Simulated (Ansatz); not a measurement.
# Ru (Ru, hcp): the cost of one run

Computed with Ansatz 0.2.0 (DFT PBEsol, plane waves (420 eV) with PAW, scalar-relativistic; PAW files made under PBE, frozen cores solved again for the functional, unless a step says otherwise).

## Step 1: Starting point

The structure is hexagonal, space group P6_3/mmc (No. 194). The conventional cell has a = 2.704 Å, b = 2.704 Å, c = 4.282 Å, α = 90.00°, β = 90.00°, γ = 120.00°. Around Ru (site symmetry -6m2) lie 12 Ru at 2.65 to 2.70 Å.

Coordinates:

```
Ru
1.0
     2.70389    0.00000    0.00000
    -1.35194    2.34164    0.00000
     0.00000    0.00000    4.28168
Ru
2
Direct
  0.33333 0.66667 0.25000
  0.66667 0.33333 0.75000
```

## Step 2: Relaxing cell and atoms

File input.yaml:

```yaml
crystal:
  lattice:
    - [2.7038898633, 0.0, 0.0]
    - [-1.3519449316, 2.3416373106, 0.0]
    - [0.0, 0.0, 4.28168]
  atoms:
    - { symbol: Ru, position: [0.3333333333, 0.6666666667, 0.25] }
    - { symbol: Ru, position: [0.6666666667, 0.3333333333, 0.75] }
hamiltonian:
  xc: pbesol
  pseudopotentials:
    kind: paw
    azcp:
      Ru: "pseudopotentials/Ru.paw.azcp"
basis:
  ecutwfc: 420
  fft_grid_basis: typed
kpoints:
  mp_grid: { grid: [13, 13, 8], shift: [0, 0, 0] }
magnetization:
  spin_polarized: false
scf:
  occupations: { method: fermi_dirac, width: 0.1 }
relax:
  max_steps: 60
  f_tol: 0.01
  cell: {}
```

**Question.** How long does this run take on 1 thread of an x86-64 CPU, shared host, and how much memory does it need?

About 19 s, with a peak of 0.56 GiB.
